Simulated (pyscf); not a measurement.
Thermochemistry of product channels of `[OH][Si]([OH])([OH])[Cl]` + `[H]` [doublet] on the doublet surface, in kcal/mol, from CCSD(T)/def2-TZVPP + ΔMP2(QZVPP) energies (ideal gas, 1 atm, RRHO with modes under 100 cm⁻¹ raised to 100, one conformer, R ln 2 for chiral ones without a mode under 150 cm⁻¹). Single points on ωB97X-D3(BJ)/def2-SVP structures (PySCF, gas phase). Correlated levels are frozen-core, on RHF or UHF. ΔMP2 is the change of the MP2 total energy from the triple- to the quadruple-zeta basis.

```csv
products,ΔE,ΔH(298 K),ΔG(900 K),ΔG(1200 K)
`[OH][Si]([OH])[OH]` [doublet] + `[ClH]`,?,+16.2,+7.9,+5.9
`[OH][SiH]([OH])[OH]` + `[Cl]` [doublet],?,+21.1,+17.8,+17.3
```

**Question.** Complete the blanks.

**Answer.** 
- `[OH][Si]([OH])[OH]` [doublet] + `[ClH]`, ΔE: +13.8
- `[OH][SiH]([OH])[OH]` + `[Cl]` [doublet], ΔE: +17.5

These are energies of the channels, which say nothing of barriers. The CCSD(T) − MP2 part came from Ansatz, without density fitting, on the same reference. Left out: orbital degeneracy and the spin-orbit lowering of Cl.
